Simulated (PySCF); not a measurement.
Fill in the blanks.

Species: C₆H₅ (charge +1).
Structure used (PBE0-D3(BJ)/def2-SVP), in Å, numbered top down from 1:
```
atom  x, y, z in Å
C1    -1.863    1.049    1.503
C2    -1.419    0.266    0.697
C3    -0.839   -0.662   -0.270
C4     0.600   -0.340   -0.278
C5     1.858   -0.490    0.251
C6     1.644    0.433   -0.722
H7    -2.286    1.736    2.218
H8    -1.267   -0.512   -1.275
H9    -0.994   -1.710    0.037
H10    2.544   -0.982    0.945
H11    2.033    1.218   -1.373
```

| property | level | value |
| --- | --- | --- |
| point group | PBE0-D3(BJ)/def2-SVP | Cs |
| rotational constants A, B, C | PBE0-D3(BJ)/def2-SVP | ? |
| HOMO energy | CAM-B3LYP/def2-SVPD | -13.68 eV |
| LUMO energy | CAM-B3LYP/def2-SVPD | ? |
| lowest singlet excitation | TDDFT CAM-B3LYP/def2-SVPD | 4.68 eV (265 nm, f = 0.001) |
| strongest line among the 10 lowest singlet transitions | TDDFT CAM-B3LYP/def2-SVPD | ? |
| lowest triplet excitation (Tamm–Dancoff) | TDA CAM-B3LYP/def2-SVPD | ? |
| static isotropic polarisability | CAM-B3LYP/def2-SVPD | 56.5 au |
| vertical ionisation energy | ΔSCF CAM-B3LYP/def2-SVPD | 14.78 eV |
| vertical electron affinity | ΔSCF CAM-B3LYP/def2-SVPD | 5.05 eV |
| electronic spatial extent ⟨r²⟩ about the centre of nuclear charge | CAM-B3LYP/def2-SVPD | ? |
| largest of the computed one-bond spin–spin couplings (means over like bonds) | B3LYP/pcJ-1, spin–dipole term left out | ? |

Gas-phase values; electronic properties from PySCF, density fitting. The structure is a single PBE0-D3(BJ)/def2-SVP conformer in the gas phase; no vibrational or solvent corrections.

Question: The lowest triplet excitation (Tamm–Dancoff)?

Answer: 4.38 eV.

Question: Give the electronic spatial extent ⟨r²⟩ about the centre of nuclear charge.

Answer: 568 bohr².

Question: What is the LUMO energy?

Answer: -5.94 eV.

Question: Give the largest of the computed one-bond spin–spin couplings (means over like bonds).

Answer: 13C–1H +291.6 (C1–H7), 13C–1H +272.4 (C5–H10 and 1 like it), 13C–13C +211.0 (C1–C2), 13C–1H +155.0 (C3–H8 and 1 like it), 13C–13C +76.4 (C2–C3), 13C–13C +50.2 (C3–C4), 13C–13C +27.8 (C5–C6), 13C–13C +26.4 (C4–C5 and 1 like it) Hz.

Question: What are the rotational constants A, B, C?

Answer: 9.452, 2.316, 2.143 GHz.

Question: What is the strongest line among the 10 lowest singlet transitions?

Answer: S2 at 4.99 eV (249 nm, f = 0.054).

The ΔSCF ionisation energy exceeds −ε(HOMO) by 1.10 eV with CAM-B3LYP. No computed singlet falls in the visible range (750 to 380 nm, 1.65 to 3.26 eV); S1 lies 1.42 eV above its blue end. −ε(LUMO) is 5.94 eV against a ΔSCF electron affinity of 5.05 eV. In wavenumbers S1 is 37700 cm⁻¹ (1 eV = 8065.54 cm⁻¹). With B = h/(8π²I), that is 505.379 GHz u Å² over I, the principal moments of inertia are 53.5, 218.3 and 235.8 u Å² (most abundant isotopes). The rotational constants make it an asymmetric top with κ = (2B − A − C)/(A − C) = -0.95, nearer the prolate limit (−1).

For the TDDFT job (CAM-B3LYP/def2-SVPD), hardware: one thread, x86-64 server, shared host. Cost: 85 s wall.
